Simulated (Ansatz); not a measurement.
Energy needed to pull apart CH₄SSi (SMILES C=[SiH]S), closed shell, into free ground-state atoms, from the structure below (displaced at random from a GFN2-xTB minimum); no zero-point or spin–orbit terms; open-shell atoms are treated unrestricted, in their ground-state multiplicity.

```
7
angstrom
C -0.8795 0.2876 -0.8048
Si 0.0439 0.4448 0.6694
S 1.6977 -0.9229 1.0246
H -0.6889 -0.4796 -1.5095
H -1.7692 0.9265 -1.0347
H 0.0734 1.3497 1.8172
H 1.4972 -1.5804 -0.0846
```

Computed with Ansatz 0.2.0 (basis: def2-TZVPP); correlated methods freeze the cores.

```json
{"method": "SPW92", "atomization energy (kcal/mol)": "?"}
{"method": "PBE-D4", "atomization energy (kcal/mol)": "548.6"}
{"method": "revPBE-D4", "atomization energy (kcal/mol)": "537.9"}
{"method": "r2SCAN-D4", "atomization energy (kcal/mol)": "543.1"}
{"method": "PBE0-D4", "atomization energy (kcal/mol)": "539.2"}
{"method": "wB97M-V", "atomization energy (kcal/mol)": "?"}
{"method": "HF", "atomization energy (kcal/mol)": "385.6"}
{"method": "MP2", "atomization energy (kcal/mol)": "528.9"}
{"method": "CCSD", "atomization energy (kcal/mol)": "515.1"}
{"method": "CCSD(T)", "atomization energy (kcal/mol)": "524.9"}
```

Task: What does wB97M-V give? (Judge from chemistry; the value comes from the calculation.)

Result: By the calculation: 542.3 kcal/mol, which is about 17.4 kcal/mol more than CCSD(T)/def2-TZVPP.

Task: What does SPW92 give? (An estimate is asked for; the value comes from the calculation.)

Result: By the calculation: 614.7 kcal/mol, which is about 89.8 kcal/mol more than CCSD(T)/def2-TZVPP.

In triple zeta the MP2 and coupled-cluster atomization energies are still short of their basis limit by a few kcal/mol a bond, whereas those of the functionals are nearly converged, so these differences are not deviations from converged CCSD(T).

The T1 diagnostic stays at or below 0.015. The restricted Hartree–Fock reference is unstable towards an unrestricted one here.

For scale, one of the runs: CCSD(T)/def2-TZVPP forces, 171 basis functions (an equivalent command: `ansatz run in.yaml --threads 4`). Hardware: 4 CPU threads, shared host. Wall time 53 s; peak host memory 2.6 GiB.
